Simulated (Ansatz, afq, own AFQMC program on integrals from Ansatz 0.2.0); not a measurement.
# AlSiH$_{3}$, singlet, reference energies and how methods fare

| atom | x (Å) | y (Å) | z (Å) |
| --- | --- | --- | --- |
| Si | -1.1719 | 0.0063 | 0.0220 |
| Al | 1.4166 | -0.0076 | -0.0266 |
| H | -1.7486 | 1.3889 | 0.0076 |
| H | -1.7365 | -0.6584 | 1.2401 |
| H | -1.7815 | -0.7021 | -1.1488 |

Geometry: a PBE0/def2-TZVP stationary point, not shown to be a minimum. Basis cc-pVDZ. Only valence electrons are correlated. AFQMC by an in-house program on the Cholesky factors that Ansatz 0.2.0 writes for its CCSD(T) run. The CISD trial takes its coefficients from CCSD amplitudes. Released means that phaseless walkers are propagated on without the constraint, phases kept. Uncertainties: one standard error, sampling alone.

Best estimates are CCSD(T) at the basis-set limit (def2-TZVPP/QZVPP) plus the step from CCSD(T) to the highest rung at hand in cc-pVDZ, named in the table (released AFQMC can keep some 10 meV of bias). No zero-point, core-correlation or spin–orbit terms. Other levels are in cc-pVDZ, the functionals in def2-TZVP; a dash marks a level that is missing or breaks spin symmetry for a member.

Cautions: AlSiH₃ (singlet): restricted determinant unstable towards unrestricted (UHF 28 meV lower, ⟨S²⟩ 0.25), its ph-AFQMC/CISD value lies 15 ± 3 meV above CCSDTQ; AlSiH₃ (triplet): another spin lies lower; row 1: core correlation is missing, and it shifts such a gap most where an s electron is promoted.

```json
{"process": "to charge +0, triplet (vertical)", "B2PLYP (kcal/mol)": "34.1"}
{"process": "to charge +1, doublet (vertical)", "B2PLYP (kcal/mol)": "173.4"}
{"process": "to free atoms", "B2PLYP (kcal/mol)": "277.9"}
```

(1) From these values, estimate the best estimates.

(1) 
| process | best estimate (kcal/mol) | highest rung |
| --- | --- | --- |
| to charge +0, triplet (vertical) | 34.5 | CCSDT(Q) |
| to charge +1, doublet (vertical) | 178.3 | CCSDT(Q) |
| to free atoms | 286.3 | CCSDTQ |

Errors against the best estimates in kcal/mol, in the same order:

| level | error, 1 | error, 2 | error, 3 |
| --- | --- | --- | --- |
| MP2 | -4.2 | -8.6 | -32.1 |
| CCSD(T) | -1.1 | -5.0 | -25.5 |
| ph-AFQMC/CISD | -1.3 ± 0.1 | -5.2 ± 0.09 | -25.3 ± 0.07 |
| CCSD(T)/CBS | 0.1 | -0.1 | -0.3 |
| PBE | -3.8 | -4.8 | -8.0 |
| r2SCAN | -8.4 | -6.4 | -4.6 |
| PBE0 | -4.4 | -4.5 | -8.2 |
| B3LYP | -0.2 | -3.0 | -4.7 |
| wB97M-V | 4.3 | -3.3 | -0.6 |
| B2PLYP | -0.4 | -5.0 | -8.4 |

Cost at the first geometry (cards were shared with other jobs): PBE0/cc-pVDZ, 2.4 s on 1 thread of AMD EPYC 7R13 Processor (Zen 3) (shared host); RCCSD(T)/cc-pVDZ, 5.5 s on 1 × NVIDIA H100 80GB HBM3 with 1 thread of AMD EPYC 7R13 Processor (Zen 3) (shared host); CCSD(T)/def2-QZVPP, 14 s on 1 × NVIDIA H100 80GB HBM3 with 1 thread of AMD EPYC 7R13 Processor (Zen 3), on a shared host; CCSDT(Q), 6 s on 1 × NVIDIA H100 80GB HBM3 with 1 thread of AMD EPYC 7R13 Processor (Zen 3) (shared host); ph-AFQMC/CISD with release, 43 s on 1 × NVIDIA H100 80GB HBM3 with 2 threads of AMD EPYC 7R13 Processor (Zen 3) (shared host).

Best estimates are given only where the step beyond CCSD(T) is under 0.3 eV and no member's determinant is very poor (T1 over 0.05, or 0.07 for open shells, ⟨S²⟩ too high by 0.3, two states mixed), so the hardest cases are missing from such tables.

The functionals ran in a triple-zeta set and keep a basis error of their own, a few kJ/mol for each bond in atomization energies and more for double hybrids, so close places among them and the extrapolated levels can swap.

CCSDT and higher add their correlation energy to the determinant of the CCSD(T) run, since their own runs factorise the integrals more tightly (a shift of under 2 meV). Each member of a difference takes its own highest rung, so a best estimate needn't equal the limit plus the step of one row. A walk keeps the symmetry of its determinant, which the program's search chose and which needn't be the lowest solution, so a lower state of the same spin and another symmetry isn't excluded.
